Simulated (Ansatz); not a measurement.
BCl2 (SMILES Cl[B]Cl): methods side by side

The species is BCl2 (3 atoms), meant as a doublet with charge 0. SMILES: `Cl[B]Cl`. The shape is that of a PBE0-D4/def2-TZVP optimisation. The run starts from this shape.

| atom | x (Å) | y (Å) | z (Å) |
| --- | --- | --- | --- |
| Cl | 0.3715 | -1.5256 | 0.0300 |
| B | -0.4639 | -0.0503 | -0.2569 |
| Cl | 0.0815 | 1.5111 | 0.2137 |

Each level gives the adiabatic ionisation energy (to the singlet cation, no zero-point term) (eV). The values are calculated.

```json
{"level": "UHF/STO-3G", "kind": "Hartree–Fock", "program": "Ansatz", "value (eV)": "6.81"}
{"level": "UHF/3-21G", "kind": "Hartree–Fock", "program": "Ansatz", "value (eV)": "8.00"}
{"level": "UHF/6-31G* (Cartesian functions)", "kind": "Hartree–Fock", "program": "Ansatz", "value (eV)": "7.32"}
{"level": "UPBE/def2-SVP", "kind": "GGA", "program": "Ansatz", "value (eV)": "7.29"}
{"level": "UB3LYP/6-31G* (Cartesian functions)", "kind": "global hybrid", "program": "Ansatz", "value (eV)": "7.45"}
{"level": "UMP2/6-31G* (Cartesian functions)", "kind": "perturbation theory", "program": "Ansatz", "value (eV)": "6.99"}
```

The values span 6.81 to 8.00 eV. Without the sets that lack polarisation functions the rows with a basis span only 6.99 to 7.45 eV.
